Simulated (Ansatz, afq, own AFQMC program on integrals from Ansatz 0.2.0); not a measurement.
F⁻, singlet: AFQMC among the cluster methods

A free F anion.

Basis aug-cc-pVTZ. Only valence electrons are correlated. Integrals, coupled cluster, full CI and functionals: Ansatz 0.2.0; the random walks run on the same integrals in our own AFQMC program. The CISD trial takes its coefficients from CCSD amplitudes. Released means that phaseless walkers are propagated on without the constraint, phases kept. Uncertainties: one standard error, sampling alone.

Determinant: RHF, the one that the program's search chose, which needn't be the lowest solution.

No full CI on the walks' own integrals is used here; CCSDTQ serves as the reference and is uncertain by about the last step of the cluster series.

Cautions: raised T1 diagnostic (T1 0.021, weight of the determinant 0.94, largest double 0.04).

- T1 diagnostic: 0.0206
- weight of the determinant in the CISD state: 0.937
- size of the correlated space: 8 electrons in 45 orbitals

```csv
level,correlation energy (eV)
MP2,-8.0293
CCSD,-7.8503
CCSD(T),-8.1289
```

Task: Estimate where phaseless AFQMC with a CISD trial lies against CCSD(T) on the same integrals.

Result: 0.17 ± 0.11 kcal/mol below CCSD(T). The gap is under twice the noise, so this walk alone can't tell the two apart.

Reference: CCSDTQ, correlation energy -8.138 eV. The released energy is read at 2.40 1/Eh (meV from the phaseless value at times in 1/Eh: 1 ± 4 at 0.24, -7 ± 4 at 0.51, 1 ± 4 at 0.99, -9 ± 5 at 1.62, 0 ± 7 at 2.40).

```csv
level,E − E(reference) (kcal/mol),share of correlation (%)
CCSD(T),0.21,99.89
CCSDT,0.20,99.89
CCSDT(Q),-0.05,100.02
ph-AFQMC/CISD,0.04 ± 0.11,99.98
released AFQMC,0.03 ± 0.15,99.98
```

CCSDT and higher add their correlation energy to the determinant of the CCSD(T) run, since their own runs factorise the integrals more tightly (a shift of under 2 meV). A walk keeps the symmetry of its determinant, which the program's search chose and which needn't be the lowest solution, so a lower state of the same spin and another symmetry isn't excluded. Released energies are given only where the last usable release times agree within the noise; a slower fall can still hide under it.
